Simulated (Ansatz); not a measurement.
Compare A (`C=CC(N)=O`) with its isomer B (`NC1=COC1`).

Gas-phase electronic energies from Ansatz, PBE0-D4/def2-TZVP geometries. CCSD(T)/CBS adds triple-zeta CCSD(T) − MP2 to the extrapolated MP2 energy (def2 sets, frozen cores). Functionals use def2-TZVPP. B3LYP here is the variant with VWN-RPA as its local correlation; programs differ in this. One conformer a species, not always the lowest.

A:

Z-matrix (Å, degrees):
```
C
C 1 1.324
H 1 1.083 2 121.9
H 1 1.085 2 119.5 3 -180.0
C 2 1.490 1 120.4 3 -180.0
H 2 1.087 1 121.1 3 0.0
O 5 1.214 2 123.2 1 -0.0
N 5 1.358 2 114.4 1 180.0
H 8 1.003 5 122.2 2 0.1
H 8 1.005 5 118.5 2 180.0
```

B:

Z-matrix (Å, degrees):
```
C
O 1 1.453
C 1 1.960 2 45.5
C 1 1.502 2 88.4 3 0.8
H 1 1.093 2 111.0 3 120.1
H 1 1.092 2 110.8 3 -116.2
H 3 1.081 1 169.1 2 -14.7
N 4 1.384 1 132.2 2 -172.8
H 8 1.011 4 113.5 1 -56.4
H 8 1.010 4 113.1 1 177.5
```

(1) Which isomer does CCSD(T)/CBS put lower? Give the gap. (An estimate is asked.)

(2) Give E(B) − E(A) in kJ/mol with r2SCAN-D4, BLYP-D4, MP2/def2-TZVPP, B3LYP-D4, LDA (SPW92), CCSD/def2-TZVPP, HF/def2-TZVPP. (An estimate is asked.)

(3) Does the order hold for the free energy at 298.15 K (harmonic terms from PBE0-D4)? (Best estimate.)

Largest T1 diagnostic: 0.015.

## Answers

(1) Ansatz gave: A, by 201.0 kJ/mol.

(2) Ansatz gave: r2SCAN-D4 207.5, BLYP-D4 216.8, MP2/def2-TZVPP 199.7, B3LYP-D4 214.0, LDA (SPW92) 176.7, CCSD/def2-TZVPP 202.7, HF/def2-TZVPP 234.2. None reverses the order clearly.

(3) Computed: Yes: G(B) − G(A) = +206.8 kJ/mol, for one conformer each.

Leaving LDA and LC-ωPBE aside and taking each functional with its dispersion term where it has one, the values, not all of them listed here, spread over 25.1 kJ/mol, from HSE06-D4 to BLYP-D4. LDA lies −16.2 kJ/mol from PBE without D4. In def2-TZVPP, CCSD(T) changes the Hartree–Fock value by −32.6 kJ/mol (the triples alone add −1.0 kJ/mol) and MP2 by −34.5 kJ/mol.
